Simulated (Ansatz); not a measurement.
# GeH2, singlet: reading a ladder of total energies

Geometry: a PBE0/def2-TZVP stationary point for this spin, not checked as a minimum.

```xyz
3

Ge    0.0000   -0.0303    0.0000
H     0.0000    1.0906   -1.1335
H     0.0000    1.0906    1.1335
```

Basis cc-pVTZ; Ansatz 0.2.0. Correlated methods freeze the noble-gas cores and the filled d shells of p-block atoms, which leaves 6 electrons in 57 orbitals. R marks a restricted (for open shells ROHF) determinant. No spin–orbit coupling is included, and no scalar relativity.

Full CI is exact within this basis and frozen core; it isn't the basis-set limit.

Runs differ by some tens of microhartree through their thresholds, so steps under 0.03 kcal/mol mean nothing.

| level | total energy (hartree) |
| --- | --- |
| RHF | -2076.515715 |
| RMP2 | -2076.619098 |
| RCCSD | -2076.644216 |
| RCCSD(T) | -2076.647444 |
| RCCSDT | -2076.648082 |
| RCCSDT(Q) | -2076.648202 |
| RCCSDTQ | -2076.648225 |
| full CI | -2076.648225 |

Q: What is the correlation energy at full CI, and what share of it do RMP2 and RCCSDT recover?

A: E(corr) = -2076.648225 − (-2076.515715) = -0.132510 hartree = -3.606 eV. RMP2: -0.103383 / -0.132510 = 78.02 %. RCCSDT: -0.132367 / -0.132510 = 99.89 %.

Q: By how many kcal/mol does RCCSD(T) miss full CI (1 hartree = 627.509 kcal/mol), and which steps make up the rest?

A: -2076.647444 − (-2076.648225) = 0.000781 hartree = 0.49 kcal/mol. Steps: RCCSDT − RCCSD(T) = -0.40, RCCSDT(Q) − RCCSDT = -0.08, RCCSDTQ − RCCSDT(Q) = -0.01, full CI − RCCSDTQ = 0.00 kcal/mol. That is within 1 kcal/mol of the reference in this basis, which itself misses far more of the correlation at the basis-set limit.
